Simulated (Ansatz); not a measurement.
`CC(F)OCO` and `COC(C)F` differ in one atom or group.

Ansatz, PBE0-D4/def2-TZVP geometries, multiplicity 1. Each molecule was computed in one conformer, which needn't be the lowest.

```tsv
property	`CC(F)OCO`
HOMO energy (ωB97M-V/def2-TZVPP) / eV	-11.11
HOMO–LUMO gap (ωB97M-V/def2-TZVPP) / eV	13.52
HOMO energy (B3LYP/def2-TZVPP) / eV	-8.39
LUMO energy (ωB97M-V/def2-TZVPP) / eV	2.41
HOMO energy (PBE/def2-TZVPP) / eV	-6.92
size of the dipole moment (B3LYP/def2-TZVPP) / D	1.97
```

What does the change do to each property? (Estimate.)

Computed: 
| property | `COC(C)F` | shift |
| --- | --- | --- |
| HOMO energy (ωB97M-V/def2-TZVPP) / eV | -10.73 | 0.38 |
| HOMO–LUMO gap (ωB97M-V/def2-TZVPP) / eV | 13.70 | 0.18 |
| HOMO energy (B3LYP/def2-TZVPP) / eV | -8.06 | 0.33 |
| LUMO energy (ωB97M-V/def2-TZVPP) / eV | 2.98 | 0.57 |
| HOMO energy (PBE/def2-TZVPP) / eV | -6.66 | 0.26 |
| size of the dipole moment (B3LYP/def2-TZVPP) / D | 1.54 | -0.43 |

With PBE0 the HOMO rises by 0.35 eV and the LUMO rises by 0.53 eV, so the gap widens by about 0.18 eV. PBE moves the HOMO by 0.26 eV and ωB97M-V by 0.38 eV. Dipoles are sizes alone; their direction can turn.

B3LYP here is the variant with VWN-RPA as its local correlation; programs differ in this.
